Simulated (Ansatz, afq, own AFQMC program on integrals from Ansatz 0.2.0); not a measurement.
# Where AFQMC and coupled cluster stand for CH₃AlF, doublet

```yaml
atoms:
  - { symbol: C, position_ang: [-0.1639, 1.2401, -0.1180] }
  - { symbol: Al, position_ang: [0.5869, -0.5805, -0.1509] }
  - { symbol: F, position_ang: [2.2439, -0.7350, 0.0437] }
  - { symbol: H, position_ang: [-1.2547, 1.2464, -0.2595] }
  - { symbol: H, position_ang: [0.0722, 1.7170, 0.8485] }
  - { symbol: H, position_ang: [0.3020, 1.8427, -0.9162] }
```

Connectivity, by distances: CH3–Al–F.

Basis def2-TZVP. Only valence electrons are correlated. Integrals, coupled cluster, full CI and functionals: Ansatz 0.2.0; the random walks run on the same integrals in our own AFQMC program. The CISD trial takes its coefficients from CCSD amplitudes. Released means that phaseless walkers are propagated on without the constraint, phases kept. ± is one standard error of the sampling.

Determinant: UHF, the one that the program's search chose, which needn't be the lowest solution. The geometry is a PBE0/def2-SVP stationary point of this or a neighbouring charge and spin state.

No full CI on the walks' own integrals is used here. The released AFQMC energy serves as the reference, which it does only where one determinant dominates, the energy is flat over the last release times and near the phaseless one (40 meV or 2 meV an electron, half that with transition metals). On small molecules, where full CI could be run and the noise was under 10 meV, such values lay within 10 meV of it in 19 cases of 20, a flattering rate, since the rule was set on those same cases; what remains of the bias isn't in the error bar.

Cautions: the released value is read at 0.99 1/Eh with a noise of 12 meV, more than in the cases checked, later times being too noisy (meV from the phaseless value at times in 1/Eh: 0 ± 7 at 0.24, 1 ± 7 at 0.51, -4 ± 12 at 0.99, -18 ± 15 at 1.50).

The T1 diagnostic is 0.0145, the weight of the determinant in the CISD state is 0.864 and the ⟨S²⟩ of the determinant is 0.756. The size of the correlated space is 17 electrons in 110 orbitals.

```
  level  correlation energy (eV)
    MP2                 -13.0577
   CCSD                 -13.6069
CCSD(T)                 -14.0441
```

Question: Estimate where AFQMC with the constraint released lies against CCSD(T) on the same integrals.

Answer: 3.9 ± 1.2 kJ/mol below CCSD(T).

Reference: AFQMC with the constraint released, correlation energy -14.084 ± 0.012 eV.

```json
{"level": "CCSD(T)", "E − E(reference) (kJ/mol)": "3.9 ± 1.2", "share of correlation (%)": "99.72"}
{"level": "ph-AFQMC/CISD", "E − E(reference) (kJ/mol)": "0.4 ± 1.4", "share of correlation (%)": "99.97"}
```

Released energies are given only where the last usable release times agree within the noise; a slower fall can still hide under it.
